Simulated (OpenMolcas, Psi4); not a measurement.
## Exact exchange and the dipole moment of C2H2O (oxirene)

C2H2O has 5 atoms, charge 0, and is taken as a singlet. SMILES: `C1=CO1`. The shape is that of a PBE0-D4/def2-TZVP optimisation.

The dipole moment y, in D, basis aug-cc-pVDZ; a is the functional's share of exact exchange. Programs: OpenMolcas 26.06, Psi4 1.11.

```
functional     program     a  y (D)
    r2SCAN  OpenMolcas     0   2.25
      TPSS  OpenMolcas     0   2.22
     B3LYP  OpenMolcas   0.2      ?
      PBE0  OpenMolcas  0.25   2.30
     BHLYP        Psi4   0.5   2.44
```

Q: Fit y = c + s·a to the known rows and predict B3LYP.

A: 
1. Means of the 4 rows: a = 0.1875, y = 2.303.
2. Σ(Δa)² = 0.17188, Σ(Δa·Δy) = 0.068125, so the slope is 0.068125/0.17188 = 0.39635.
3. Intercept: 2.303 − (0.39635) × 0.1875 = 2.229. The largest residual of the fit is 0.028.
4. B3LYP: 2.229 + (0.39635) × 0.2 = 2.31 D.

The run gave 2.32 D, so the prediction is off by -0.01 D, within the scatter of the fit. More exact exchange makes the molecule more polar here.
